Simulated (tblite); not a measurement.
Give a GFN2-xTB geometry of InChI=1S/C4H9O2/c1-4(5)3-6-2/h4H,3H2,1-2H3/t4-/m0/s1. (Doublet state.)

```xyz
15
C4H9O2 angstrom
C      2.130    0.480    0.470
O      1.599   -0.589   -0.252
C      0.317   -0.355   -0.704
C     -0.693   -0.337    0.536
C     -2.089   -0.082   -0.069
O     -0.320    0.596    1.395
H      1.352    0.767    1.230
H      2.308    1.357   -0.163
H      3.046    0.145    0.950
H      0.228    0.616   -1.207
H      0.043   -1.173   -1.370
H     -0.655   -1.359    0.968
H     -2.125    0.904   -0.524
H     -2.327   -0.842   -0.808
H     -2.817   -0.118    0.737
```

Any rigid rotation of these coordinates is as good. Atoms count from 1 in this order. O2 (oxygen bonded to 2 C) is bent (angle 113.2°). Of the pairs four or more bonds apart, O6···H7 is among the closest relative to their van der Waals radii: 1.69 Å, 62 % of the sum of Bondi's values. The 2 C–C bonds span 1.543 Å (C4–C5, drawn single) to 1.599 Å (C3–C4, drawn single), a spread of 0.056 Å. The C–O distances run from 1.322 Å (C4–O6, drawn single) to 1.395 Å (C1–O2, drawn single), a spread of 0.073 Å.

Bonds between heavy atoms (Å): C1–O2 1.395, O2–C3 1.380, C3–C4 1.599, C4–C5 1.543, C4–O6 1.322.

Computed geometry: GFN2-xTB, gas phase. This method treats the open shell by occupation alone, without spin polarisation.

Point group: C1 (no symmetry element, even within 0.4 Å). Its GFN2-xTB frequencies are all real (lowest 100 cm⁻¹). Torsions: C1–O2–C3–C4 -70°, O2–C3–C4–C5 180°.

One conformer stands for the species.
